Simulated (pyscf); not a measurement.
This saddle point was located with ωB97X-D3(BJ)/def2-SVP in PySCF.

```xyz
11

C     -1.0558     0.5902    -0.5236
C      0.0224    -0.5285    -0.5864
Br    -0.5737    -2.1698     0.2382
H     -1.1638     0.3261     0.7302
H     -1.9505     0.2800    -1.0747
H     -0.5993     1.4727    -0.9930
H      0.9459    -0.2253    -0.0757
H      0.2449    -0.7387    -1.6417
F     -0.9730     1.9158     1.7365
C     -1.8287     1.4181     0.7893
F     -2.8459     0.7661     1.4289
```

Surface: singlet, charge 0. Lowest wavenumbers (cm⁻¹): 1158i, 58, 75, 144, 293.

Question: Name the species on either side of this saddle.

Answer: `[CH3][CH2][Br]` + `[F][C][F]` [singlet] ⇌ `[F][CH]([F])[CH2][CH2][Br]`, an insertion read from left to right: C–H broken and C–C, C–H formed. At ωB97M-D3(BJ)/def2-TZVP it lies +2.90 eV from the left side and +5.43 eV from the right (each side as separated species at their lowest minima found). From the product side, •H₂C–CH₂–CH(F)–F + Br• lies, by one bond made or cut, 2.22 eV under this saddle at ωB97M-D3(BJ). This is the saddle that the search found; another between the same sides may lie lower. Elements up to Kr have no core potential and no relativistic terms here.
